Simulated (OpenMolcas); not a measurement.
# HF (hydrogen fluoride): levels of theory compared

Wanted: a comparison of 6 runs (PBE/pcseg-0, SVWN5/pcseg-0, UB3LYP/pcseg-0, r2SCAN/pcseg-0, CISD/pcseg-0, CCSD(T)/pcseg-0) of HF (hydrogen fluoride). 

The calculation is run with OpenMolcas 26.06.

## 1. Starting point

HF has 2 atoms, charge 0, and is taken as a singlet. As SMILES, `F`. The F1–H2 distance was set to 1.150 Å, away from the relaxed value.

Bond lengths: F1–H2 1.150 Å.

## 2. The energy at PBE/pcseg-0 (run 1)

The input, test.input:

```
* FH Kohn-Sham DFT

&GATEWAY
  BasLib=$CurrDir
  Coord
  2
  angstrom
  F       -0.585041       0.216915      -0.294621
  H        0.390000      -0.144600       0.196400
  Basis=pcseg-0
  Group=NoSym

&SEWARD
  GridInput
  Grid=UltraFine
  End of Grid

&SCF
  KSDFT=PBE
  Thresholds=1e-10 1e-07 1e-07 1e-05
  PrOrbitals=1 1
```

The basis set pcseg-0 is read from a file made from the Basis Set Exchange's data (not shown).

Run with:

```console
export MOLCAS_MEM=1860
pymolcas test.input > test.log
```

What it wrote:

```text
--- Start Module: gateway ---
[...]
--- Stop Module: gateway /rc=_RC_ALL_IS_WELL_ ---
--- Start Module: seward ---
[...]
      Basis functions           11
--- Stop Module: seward /rc=_RC_ALL_IS_WELL_ ---
--- Start Module: scf ---
[...]
       Convergence after   9 Iterations
[...]
::    Total KS-DFT energy                            -100.0105531301
[...]
      Total spin, S                                     0.0000000000
[...]
      Total electronic charge=   10.000000
      Total            charge=    0.000000
[...]
      Dipole Moment (debye):
      Origin of the operator (angstrom)=   -0.5359    0.1987   -0.2699
                   X=  1.7990E+00               Y= -6.6703E-01               Z=  9.0598E-01           Total=  2.1219E+00
      Quadrupole Moment (debye*angstrom):
[...]
--- Stop Module: scf /rc=_RC_ALL_IS_WELL_ ---
[...]
```

Run time: 3.3 s. Hardware: 1 thread of Intel Xeon Platinum 8259CL at 2.50GHz (Skylake/Cascade Lake), shared host; peak memory 0.37 GiB.

## 3. The energy at SVWN5/pcseg-0 (run 2)

The input, test.inp:

```
&GATEWAY
  BasLib=$CurrDir
  Coord
  2
  angstrom
  F       -0.585041       0.216915      -0.294621
  H        0.390000      -0.144600       0.196400
  Basis=pcseg-0
  Group=NoSym

&SEWARD
  GridInput
  Grid=UltraFine
  End of Grid

&SCF
  KSDFT=SVWN5
  Thresholds=1e-10 1e-07 1e-07 1e-05
  PrOrbitals=1 1
```

The basis set pcseg-0 is read from a file made from the Basis Set Exchange's data (not shown).

Run with:

```console
export MOLCAS_MEM=1860
pymolcas test.inp > test.log
```

What it wrote:

```text
--- Start Module: gateway ---
[...]
--- Stop Module: gateway /rc=_RC_ALL_IS_WELL_ ---
--- Start Module: seward ---
[...]
      Basis functions           11
--- Stop Module: seward /rc=_RC_ALL_IS_WELL_ ---
--- Start Module: scf ---
[...]
       Convergence after   9 Iterations
[...]
::    Total KS-DFT energy                             -99.4608208259
[...]
      Total spin, S                                     0.0000000000
[...]
      Total electronic charge=   10.000000
      Total            charge=   -0.000000
[...]
      Dipole Moment (debye):
      Origin of the operator (angstrom)=   -0.5359    0.1987   -0.2699
                   X=  1.8995E+00               Y= -7.0429E-01               Z=  9.5659E-01           Total=  2.2404E+00
      Quadrupole Moment (debye*angstrom):
[...]
--- Stop Module: scf /rc=_RC_ALL_IS_WELL_ ---
[...]
```

Wall time 2.9 s (1 thread of Intel Xeon Platinum 8259CL at 2.50GHz (Skylake/Cascade Lake), shared host); peak memory 0.37 GiB.

Runs 3 to 5 aren't shown in full; the table further down has their settings and results.

## 4. A single-point energy at CCSD(T)/pcseg-0 (run 6)

The input, test.input:

```
>>> EXPORT MOLCAS_PRINT=2
&GATEWAY
BasLib=$CurrDir
Coord
2
angstrom
F       -0.585041       0.216915      -0.294621
H        0.390000      -0.144600       0.196400
Basis=pcseg-0
Group=NoSym
&SEWARD
&SCF
Thresholds=1e-10 1e-07 1e-07 1e-05
PrOrbitals=1 1
&RASSCF
FileOrb=$Project.ScfOrb
Spin=1
Nactel=0 0 0
Inactive=5
Ras2=0
OutOrbitals=Canonical
OrbListing=Nothing
&MOTRA
JobIph
Frozen=1
&CCSDT
CCT
Triples=2
Iterations=80
Accuracy=1e-08
Extrapolation=5 4
```

The basis set pcseg-0 is read from a file made from the Basis Set Exchange's data (not shown).

Run with:

```console
export MOLCAS_MEM=1860
pymolcas test.input > test.log
```

What it wrote:

```text
--- Start Module: gateway ---
[...]
--- Stop Module: gateway /rc=_RC_ALL_IS_WELL_ ---
[...]
      Basis functions           11
[...]
       Convergence after  10 Iterations
[...]
::    Total SCF energy                                -99.6725286458
[...]
      Total spin, S                                     0.0000000000
[...]
      Number of active orbitals                  0
[...]
      Spin quantum number                      0.0
[...]
      Active orbitals                            0
[...]
      Number of CSFs                             1
[...]
      Number of root(s) required                 1
[...]
      Convergence after  4 iterations
[...]
      Natural orbitals and occupation numbers for root  1
      ************************************************************************************************************************
      *                                                    Final results                                                     *
      ************************************************************************************************************************
[...]
::    RASSCF root number  1 Total energy:    -99.67252865
[...]
      Total electronic charge=   10.000000
      Total            charge=   -0.000000
[...]
      Dipole Moment (debye):
      Origin of the operator (angstrom)=   -0.5359    0.1987   -0.2699
                   X=  2.1363E+00               Y= -7.9208E-01               Z=  1.0758E+00           Total=  2.5197E+00
      Quadrupole Moment (debye*angstrom):
[...]
--- Start Module: motra ---
[...]
      *** WARNING: Default frozen orbitals is overwritten by user input.
      *** Default values:   1
[...]
--- Stop Module: motra /rc=_RC_ALL_IS_WELL_ ---
--- Start Module: ccsdt ---
[...]
      Convergence after                    13  Iterations
      Total energy (diff) :     -99.81495704      -0.00000000
[...]
 METHOD                       : CCSD+T(CCSD)+<T3(1)WT1> = CCSD(T)
[...]
       CCSD     =       -99.8149570408698
[...]
--- Stop Module: ccsdt /rc=_RC_ALL_IS_WELL_ ---
[...]
```

Run time: 3.3 s. Hardware: 1 thread of Intel Xeon Platinum 8259CL at 2.50GHz (Skylake/Cascade Lake), shared host; peak memory 0.37 GiB.

## 5. Overview of the runs

```csv
run,level,scramble,integration grid,energy (Eh),dipole moment (D) of the reference,HOMO energy (eV),LUMO energy (eV),wall time
1,PBE/pcseg-0,–,UltraFine,-100.010553,2.12,-7.41,-1.34,3.3 s
2,SVWN5/pcseg-0,–,UltraFine,-99.460821,2.24,-7.42,-1.35,2.9 s
3,UB3LYP/pcseg-0,0.25,UltraFine,-100.107070,2.19,-9.51,-0.64,5.1 s
4,r2SCAN/pcseg-0,–,UltraFine,-100.055943,2.26,-8.16,-0.78,3.6 s
5,CISD/pcseg-0,–,–,-99.810161,2.52,-16.40,3.56,2.4 s
6,CCSD(T)/pcseg-0,–,–,-99.816127,2.52,-16.40,3.56,3.3 s
```

## 6. Results

| quantity | value |
| --- | --- |
| run 6: total energy | -99.81613 Eh |
| run 6: dipole moment (mean-field density) | 2.52 D |
| run 6: HOMO energy (Hartree–Fock orbitals) | -16.40 eV |
| run 6: LUMO energy (Hartree–Fock orbitals) | 3.56 eV |
| run 6: HOMO–LUMO gap (Hartree–Fock orbitals) | 19.96 eV |
| run 6: correlation energy (1 core orbital frozen) | -143.6 mEh |
| run 6: (T) correction | -1.17 mEh |

What this shows: Over runs 1, 2, 3, 4 the dipole moment (its size) runs from 2.12 D (PBE/pcseg-0) to 2.26 D (r2SCAN/pcseg-0). Over runs 1, 2, 3, 4 the HOMO–LUMO gap runs from 6.07 eV (PBE/pcseg-0) to 8.86 eV (UB3LYP/pcseg-0). Totals of different functionals can't be ranked against each other. All runs together took 21 s, the longest 5.1 s.
